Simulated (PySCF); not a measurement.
**Carbon: a sound run and one with changed settings**

Sound run: C [He] 2s2 2p2, C+ [He] 2s2 2p1. All numbers are calculated (PySCF 2.14, the non-relativistic Hamiltonian (point nucleus), in cc-pVTZ (4s3p2d1f, 30 functions)). In the sound run the correlated levels freeze 1s2. The sound run starts from symmetry-adapted Hartree-Fock orbitals and uses a fine grid where one is needed.

Changed run: all electrons correlated in a basis built for the valence shell.

```
species   method  sound run (hartree)  changed run (hartree)  converged
      C      MP2            -37.75849              -37.76724        yes
      C  CCSD(T)            -37.78076              -37.78953        yes
     C+      MP2            -37.34544              -37.35366        yes
     C+  CCSD(T)            -37.37042              -37.37851        yes
```

Ionisation energy of C:

```tsv
method	sound run (eV)	changed run (eV)
UHF	10.798	10.798
MP2	11.240	11.254
SCS-MP2	11.111	11.121
CCSD	11.142	11.162
CCSD(T)	11.166	11.184
```

A valence basis has no tight correlating functions, so it recovers only part of the core correlation, and not evenly between atom and ion.

For comparison, NIST gives 11.260 eV between the lowest levels.
